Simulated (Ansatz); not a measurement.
**doublet N₂(+): levels of theory in one basis**

```xyz
2

N     0.0000    0.0000    0.0000
N     0.0000    0.0000    1.3200
```

Basis set: def2-SVP (spherical functions). Left uncorrelated: 2 orbitals. Correlation on ROHF uses semicanonical orbitals with singles. Charge 1, multiplicity 2.

Computed with Ansatz (development build ahead of 0.2.0); each method stands on the lowest determinant of its kind that the runs found.

| method | E − E(ROHF) (eV) | <S²> of the determinant |
| --- | --- | --- |
| ROHF | 0.00 | 0.75 |
| UHF | -1.14 | 2.13 |
| ROHF-MP2 | -8.34 | – |
| UHF-MP2 | -6.25 | 2.13 |

**Question.** Is a single determinant a sound starting point here?

**Answer.** It is doubtful. Unrestricted orbitals lower Hartree–Fock by 1.14 eV and <S²> is 2.13 where a pure state has 0.75, a sign of strong static correlation.

Caution for ROHF, ROHF-MP2: an unrestricted determinant lies well below. Caution for UHF, UHF-MP2: the unrestricted determinant is a mixture of spin states. Caution for ROHF-MP2, UHF-MP2: bonds are stretched, where a single reference can fail; forces differ strongly between restricted and unrestricted references; MP2 on this radical cation hangs on the determinant chosen. Caution for ROHF-MP2: other determinants can give a lower correlated total.
